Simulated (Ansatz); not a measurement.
bcc Ba, treated with LDA (PAW; Ansatz, a program for electronic structure).

Settings: plane-wave cutoff 520 eV, 12×12×12 k mesh, Fermi–Dirac smearing 0.1 eV, perturbation theory, scalar-relativistic PAW data made under PBE.

Computed at the level's own relaxed cell.

Space group Im-3m (No. 229); a = b = c = 4.757 Å, α = β = γ = 90.00°

```json
[
 {"atom": "Ba", "site": "2a", "symmetry": "m-3m", "x": "0.0000", "y": "0.0000", "z": "0.0000"}
]
```
(The calculation used a cell of 1 atom; values per cell refer to that cell.)

Harmonic phonon frequencies (cm⁻¹; i marks an imaginary mode):

```csv
q point,frequencies
H,74 74 74
N,22 51 83
P,61 61 61
```

No imaginary mode appears at these points.
